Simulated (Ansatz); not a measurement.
Reading a saddle point

A first-order saddle point of C2H8Si, closed shell, PBE0-D4/def2-TZVP, with one imaginary mode of 1214i cm⁻¹:

Si1  (-1.155, 0.209, -0.243)
C2  (0.424, -1.380, -0.210)
H3  (-0.602, -0.864, -1.168)
H4  (-1.695, -0.415, 0.998)
C5  (0.061, 1.585, 0.194)
H6  (-0.001, -2.366, -0.035)
H7  (1.142, -1.403, -1.029)
H8  (0.908, -0.999, 0.688)
H9  (0.774, 1.718, -0.623)
H10  (-0.472, 2.531, 0.313)
H11  (0.617, 1.384, 1.114)
(Å)

Ansatz 0.2.0; basis: def2-TZVPP and def2-QZVPP; cores frozen in the correlated methods. Extrapolation: Hartree–Fock as exp(−7.88 √X), correlation as X^−2.97.

(1) Which contacts change along the imaginary mode, and what lies on either side? (A judgement: the text doesn't fix the answer.)

(2) Which side is lower, and how far does the saddle lie above each? (Judge from chemistry; the value comes from the calculation.)

The T1 diagnostic stays at or below 0.014. The restricted Hartree–Fock reference is unstable towards an unrestricted one at one or more of these structures.

Answers

(1) The calculation gives: The step is C₂H₈Si (C[SiH2]C) → CH₄Si ([CH3][SiH]) + CH₄, with the molecules in contact on both sides. Shortening one way: C2–H3; lengthening the same way: Si1–C2, Si1–H3.
```csv
pair,one side (Å),saddle (Å),other side (Å)
C2–H3,2.76,1.50,1.11
Si1–C2,1.87,2.24,2.98
Si1–H3,1.49,1.52,2.25
```

(2) Computed: The side with Si1–C2, Si1–H3 short is lower by 2.300 eV; the saddle lies 3.274 eV above it and 0.974 eV above the other (CCSD(T) at an estimated basis limit (MP2 extrapolated from triple and quadruple zeta, plus CCSD(T) − MP2 in triple zeta); electronic energies).

Losses and insertions of silylenes and their heavier kin drive the gas-phase chemistry of silicon and germanium vapour deposition.

Labels in which every atom is bracketed show which atoms are joined, not bond orders.

For scale, one of the runs: CCSD(T)/def2-TZVPP, 216 basis functions, launched by `ansatz run in.yaml --threads 2 --pin off --events-out ev --progress --plain --max-ram 4352MiB`. Time: 64 s of wall clock on 2 CPU threads of an Arm Neoverse V2; the host was shared. Peak host memory: 3.1 GiB.
